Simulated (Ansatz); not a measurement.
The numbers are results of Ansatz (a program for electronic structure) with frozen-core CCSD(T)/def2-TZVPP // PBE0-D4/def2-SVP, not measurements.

Ansatz 0.2 input:
```yaml
crystal:
  periodic: [false, false, false]
  atoms:
    - { symbol: N, position_ang: [-0.002012, -0.003688, 0.30402] }
    - { symbol: H, position_ang: [0.874072, -0.334849, -0.099637] }
    - { symbol: H, position_ang: [-0.727037, -0.587057, -0.113292] }
    - { symbol: H, position_ang: [-0.145023, 0.925595, -0.09109] }
basis:
  gaussian: { orbitals: def2-TZVPP }
correlation:
  method: ccsd_t
```

Output:

```
Functional definition: HF
419 factors; integrals over basis functions are off by at most 1.0e-3 eV
mean field evaluation 1: about -1528.0779 eV, gradient 3.0e1 eV
mean field evaluation 2: about -1528.0761 eV, gradient 3.0e1 eV
mean field evaluation 4: about -1529.8190 eV, gradient 1.6e0 eV
mean field evaluation 8: about -1529.8303 eV, gradient 6.4e-4 eV
mean field evaluation 16: about -1529.8297 eV, gradient 3.1e-1 eV
mean field -1529.83029686 eV, -56.2202264534 hartree, gradient 3.7e-6 eV, S^2 0.000000; 0 other end points of the search recorded, 0 dependent functions left out
1 core orbitals not correlated
reference -1529.83029686 eV, -56.2202264534 hartree; 4, 4 occupied and 68, 68 virtual orbitals, 419 factors
second order -6.40550992 eV of doubles, -0.00000000 eV of singles
cycle   1  -6.59163792 eV  change   -1.9e-1 eV  update   4.0e-2
cycle   2  -6.72739551 eV  change   -1.4e-1 eV  update   1.2e-2
cycle   3  -6.74628907 eV  change   -1.9e-2 eV  update   3.9e-3
cycle   4  -6.74674394 eV  change   -4.5e-4 eV  update   9.0e-4
cycle   5  -6.74692631 eV  change   -1.8e-4 eV  update   2.8e-4
cycle   6  -6.74692837 eV  change   -2.1e-6 eV  update   1.1e-4
cycle   7  -6.74692783 eV  change    5.3e-7 eV  update   4.1e-5
cycle   8  -6.74691732 eV  change    1.1e-5 eV  update   9.7e-6
cycle   9  -6.74691363 eV  change    3.7e-6 eV  update   2.4e-6
perturbative correction -0.20980954 eV, -0.0077103583 hartree
Total energy: -1536.78702003 eV, -56.4758813145 hartree
```

Cost: roughly 1.5 core-seconds.
